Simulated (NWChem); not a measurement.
formic acid (CH2O2); SMILES O=CO

```xyz
5

O      0.1228    -1.1181     0.0000
C     -0.3944     0.1092     0.0000
O      0.2394     1.1232     0.0000
H      1.0892    -1.0194     0.0000
H     -1.5031     0.0483     0.0000
```
Atoms are numbered in this order, from 1.

Program: NWChem. All runs use the structure optimised with PBE0/def2-SVP. Solvent water, SMD (1 M gas to 1 M solution), gas-phase geometry.

For level B3LYP/pcseg-2:

| Property | Value |
|---|---|
| dipole in solution (D) | 2.19 |

Q: What are these values for level B3LYP/pcseg-1?

A: The dipole in solution (D) is 2.07.
